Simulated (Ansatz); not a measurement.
## Ansatz (development build ahead of 0.2.0) run

```yaml
crystal:
  periodic: [false, false, false]
  atoms:
    - { symbol: C, position_ang: [-0.00209, 0.00591, -0.73117] }
    - { symbol: C, position_ang: [-0.00123, 0.00992, 0.72298] }
    - { symbol: H, position_ang: [-0.0097, -0.93447, -1.30109] }
    - { symbol: H, position_ang: [0.00217, 0.92401, -1.29786] }
    - { symbol: H, position_ang: [-0.92799, 0.00882, 1.30378] }
    - { symbol: H, position_ang: [0.93429, 0.00539, 1.31083] }
basis:
  gaussian: { orbitals: def2-TZVP }
magnetization:
  spin_polarized: true
  initial_magnetization: 2
hamiltonian:
  xc: hf
```

The input is written out in the form of the current development build from the run's settings.

Results

- Converged: yes
- Total energy: -77.99468 hartree
- Spin squared of the determinant: 2.015

Caution: another spin multiplicity may lie lower.
